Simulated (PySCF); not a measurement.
Gas-phase reaction: C₂H₂ (acetylene) + 6 CH₃ ⇌ 2 C₄H₁₀ (isobutane)

Computed with PySCF and rigid-rotor harmonic-oscillator thermochemistry at 1 bar. Table values come from the NASA 1993 polynomials. † marks an energy on the PBE0/def2-TZVP geometry and frequencies; other levels use their own. CCSD(T) freezes the core. 6-31G* has spherical d functions here. Open shells (unrestricted): CH₃ (multiplicity 2); the rest are closed-shell singlets. B3LYP is the form with VWN-RPA correlation. CCSD(T) isn't extrapolated to the basis-set limit.

CCSD(T)/def2-SVP† gives ΔH°(298 K) = -1379.2 kJ.

Problem. What does B3LYP/6-31G* give, and where does the table lie?

Solution. B3LYP/6-31G*: -1363.0 kJ. Table: -1379.6 kJ.
